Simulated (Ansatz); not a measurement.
# C7H16: up Jacob's ladder to CCSD(T)

Aim: compute C7H16 with functionals from several rungs and with coupled cluster, and see how far each lands from CCSD(T) at the basis-set limit for the atomisation energy.

Method: functionals in def2-TZVPP, the program's frozen cores in correlated methods; program: Ansatz 0.2.0, Gaussian basis.

Plan: PBE-D4, r2SCAN-D4, PBE0-D4, B3LYP-D4, ωB97X-V, ωB97M-V, B2PLYP; CCSD(T)/def2-TZVPP; MP2/def2-QZVPP; extrapolation to the limit.

1 further run of the same task is left out (it didn't finish).

## (1) The geometry

An earlier PBE0-D4 in a triple-zeta def2 set relaxation fixed the geometry.

SMILES `CCC(CC)CC`, 23 atoms, charge 0, spin multiplicity 1.

Atoms are counted from 1 here; the program's logs count them from 0.

Bond lengths: C1–C2 1.520 Å, C1–H8 1.093 Å, C1–H9 1.093 Å, C1–H10 1.092 Å, C2–C3 1.531 Å, C2–H11 1.094 Å, C2–H12 1.094 Å, C3–C4 1.528 Å, C3–C6 1.528 Å, C3–H13 1.100 Å, C4–C5 1.519 Å, C4–H14 1.096 Å, C4–H15 1.096 Å, C5–H16 1.092 Å, C5–H17 1.094 Å, C5–H18 1.092 Å, C6–C7 1.519 Å, C6–H19 1.096 Å and more. Angles: C2–C1–H8 111.9°, C2–C1–H9 111.9°, C2–C1–H10 110.7°, H8–C1–H9 107.5°, H8–C1–H10 107.3°, H9–C1–H10 107.3°, C1–C2–C3 115.2°, C1–C2–H11 109.2°, C1–C2–H12 109.2°, C3–C2–H11 108.8°, C3–C2–H12 108.8°, H11–C2–H12 105.3°, C2–C3–C4 113.1°, C2–C3–C6 113.1°, C2–C3–H13 106.4°, C4–C3–C6 109.7°, C4–C3–H13 107.1°, C6–C3–H13 107.1° and more.

## (2) PBE-D4 (GGA)

in.yaml

```yaml
crystal:
  periodic: [false, false, false]
  atoms:
    - {symbol: C, position_ang: [-1.424262, 1.477854, 0.122772]}
    - {symbol: C, position_ang: [-0.054142, 1.063279, 0.635336]}
    - {symbol: C, position_ang: [0.467034, -0.270694, 0.093803]}
    - {symbol: C, position_ang: [0.671513, -0.263270, -1.420649]}
    - {symbol: C, position_ang: [1.609927, 0.815941, -1.932887]}
    - {symbol: C, position_ang: [-0.406718, -1.460186, 0.490163]}
    - {symbol: C, position_ang: [-0.602520, -1.638116, 1.986055]}
    - {symbol: H, position_ang: [-2.194713, 0.748003, 0.383850]}
    - {symbol: H, position_ang: [-1.435144, 1.591864, -0.964114]}
    - {symbol: H, position_ang: [-1.724595, 2.435834, 0.553246]}
    - {symbol: H, position_ang: [0.671590, 1.847113, 0.398093]}
    - {symbol: H, position_ang: [-0.078046, 1.014246, 1.728219]}
    - {symbol: H, position_ang: [1.454460, -0.427494, 0.552761]}
    - {symbol: H, position_ang: [1.060804, -1.244965, -1.712872]}
    - {symbol: H, position_ang: [-0.300680, -0.172604, -1.918980]}
    - {symbol: H, position_ang: [1.795871, 0.698907, -3.003020]}
    - {symbol: H, position_ang: [2.576646, 0.772432, -1.422249]}
    - {symbol: H, position_ang: [1.202709, 1.818419, -1.782037]}
    - {symbol: H, position_ang: [-1.382889, -1.374783, -0.001271]}
    - {symbol: H, position_ang: [0.051040, -2.366537, 0.078289]}
    - {symbol: H, position_ang: [-1.173564, -0.816728, 2.425114]}
    - {symbol: H, position_ang: [-1.143127, -2.562064, 2.204048]}
    - {symbol: H, position_ang: [0.358806, -1.686471, 2.506348]}
basis:
  gaussian: {orbitals: def2-TZVPP}
hamiltonian: {xc: pbe, dispersion: d4}
output: {forces: true, orbitals: {seedname: orbitals}}
```

After this run come: r2SCAN-D4 (meta-GGA); PBE0-D4 (hybrid); B3LYP-D4 (hybrid); ωB97X-V (range-separated); ωB97M-V (range-separated); B2PLYP (double hybrid); CCSD(T) in def2-TZVPP; MP2 in def2-QZVPP.

Q: Predict the results of all the runs planned. Wanted: atomisation energy, CCSD(T)/CBS; farthest; mean size of error, hybrid; mean size of error, range-separated; gap, smallest and largest; T1 diagnostic; triples share of the correlation energy.

The runs gave:

```
                                quantity                                  value
         atomisation energy, CCSD(T)/CBS                        2184.1 kcal/mol
functionals within 10.9 kcal/mol (0.5 %)  r2SCAN-D4, B3LYP-D4, ωB97X-V, ωB97M-V
                                farthest                PBE-D4 (+34.0 kcal/mol)
              mean size of error, hybrid                           8.2 kcal/mol
     mean size of error, range-separated                           3.9 kcal/mol
               gap, smallest and largest   7.46 eV (PBE-D4), 13.85 eV (ωB97X-V)
                           T1 diagnostic                                 0.0085
 triples share of the correlation energy                                  3.8 %
```

What this shows: PBE-D4 is off by +34.0 kcal/mol. Double hybrids carry the basis error of their MP2 part in triple zeta, and no dispersion term here, so their miss is partly the set-up's. Misses under about 10.9 kcal/mol are within the doubt on the reference itself, which lacks core-valence correlation, relativity and higher excitations. Hartree-Fock recovers 76 % of the binding; the rest is correlation. The gap grows from 7.5 to 13.8 eV across the functionals, mostly with the share of exact exchange.
